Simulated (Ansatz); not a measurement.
Ansatz (a program for electronic structure) input (r2SCAN/def2-TZVPP):

Ansatz 0.2 input:
```yaml
crystal:
  periodic: [false, false, false]
  atoms:
    - {symbol: O, position_ang: [0.01382699, -0.00208751, 0.60715025]}
    - {symbol: C, position_ang: [-0.02150103, 0.16263942, -0.61155375]}
    - {symbol: H, position_ang: [0.01839031, -0.95913641, -1.18787951]}
basis:
  gaussian:
    orbitals: def2-TZVPP
hamiltonian:
  xc: {name: r2SCAN}
total_charge: -1
magnetization: {spin_polarized: false}
```

Output:

```
Functional definition: r2SCAN
integrals: 0.01 GiB planned
390 factors; their error is unknown
mean field: 0.13 GiB planned
mean field evaluation 1: about -3094.4623 eV, gradient 3.9e1 eV
mean field evaluation 2: about -3084.7243 eV, gradient 8.6e1 eV
mean field evaluation 4: about -3097.6677 eV, gradient 1.6e0 eV
mean field evaluation 8: about -3097.6790 eV, gradient 3.4e-2 eV
mean field evaluation 16: about -3097.6706 eV, gradient 1.8e-5 eV
mean field -3097.67064293 eV, -113.8372964512 hartree, gradient 1.8e-5 eV, S^2 0.000000; 0 other end points of the search recorded, 0 dependent functions left out
reference -3097.67064961 eV, -113.8372966964 hartree; 8, 8 occupied and 68, 68 virtual orbitals, 390 factors
Total energy: -3097.67064961 eV, -113.8372966964 hartree
```
